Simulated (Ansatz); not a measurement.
hcp Ru, treated with BLYP (PAW; Ansatz, a first-principles code).

Numerical settings: plane-wave cutoff 520 eV, 24×24×12 k mesh (along the axes of the cell as run), Fermi–Dirac smearing 0.05 eV, no spin polarisation, scalar-relativistic PAW data made under PBE.

Starting structure:

```xyz
2
Lattice="2.7100 0.0000 0.0000 -1.3550 2.3469 0.0000 0.0000 0.0000 4.2800" Properties=species:S:1:pos:R:3 pbc="T T T"
Ru     1.3550     0.7823     3.2100
Ru     0.0000     1.5646     1.0700
```

Task: Into what structure does the relaxation of cell and atoms lead at this level, with the symmetry of the start kept?

Result: The volume goes up by 6.0 %; final space group P6_3/mmc.
```xyz
2
Lattice="2.7668 0.0000 0.0000 -1.3834 2.3961 0.0000 0.0000 0.0000 4.3506" Properties=species:S:1:pos:R:3 pbc="T T T"
Ru     1.3834     0.7987     3.2630
Ru     0.0000     1.5974     1.0877
```
